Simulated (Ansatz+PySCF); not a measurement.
Values are calculated unless marked as measured or tabulated.
A run of Ansatz (development build ahead of 0.2.0) on doublet H3O in separate pieces at this shape:

```xyz
4

O     0.0000    0.0000   -0.3906
H     0.0000    0.0000    3.1246
H    30.0000    0.0000   -0.3804
H    30.0000    0.0000    0.3804
```

Its results:

| Quantity | Value |
| --- | --- |
| Converged | yes |
| Reference energy | -76.28027 hartree |
| Correlation energy | -0.08423 hartree |
| Total energy | -76.36451 hartree |
| Spin squared of the determinant | 0.750 |
| Stability test | minimum among restricted orbitals |

Forces (eV/Å):
```json
{"atom": "O1", "Fx": "0.000", "Fy": "0.000", "Fz": "0.005"}
{"atom": "H2", "Fx": "0.000", "Fy": "0.000", "Fz": "-0.005"}
{"atom": "H3", "Fx": "0.000", "Fy": "0.000", "Fz": "0.825"}
{"atom": "H4", "Fx": "0.000", "Fy": "0.000", "Fz": "-0.825"}
```

(1) Which input gives this output? Name the method, the orbitals and the basis set, and write the input.

Results:

(1) ROHF-MP2 in 6-31G.

```yaml
crystal:
  periodic: [false, false, false]
  atoms:
    - { symbol: O, position_ang: [0.0, 0.0, -0.39057] }
    - { symbol: H, position_ang: [0.0, 0.0, 3.12456] }
    - { symbol: H, position_ang: [30.0, 0.0, -0.38044] }
    - { symbol: H, position_ang: [30.0, 0.0, 0.38044] }
basis:
  gaussian: { orbitals: "6-31G" }
magnetization:
  initial_magnetization: 1
hamiltonian:
  xc: hf
correlation:
  method: mp2
  frozen_orbitals: { H: 0, O: 1 }
output:
  forces: true
```

Caution: large amplitudes, a single reference is doubtful; an unrestricted determinant lies well below.
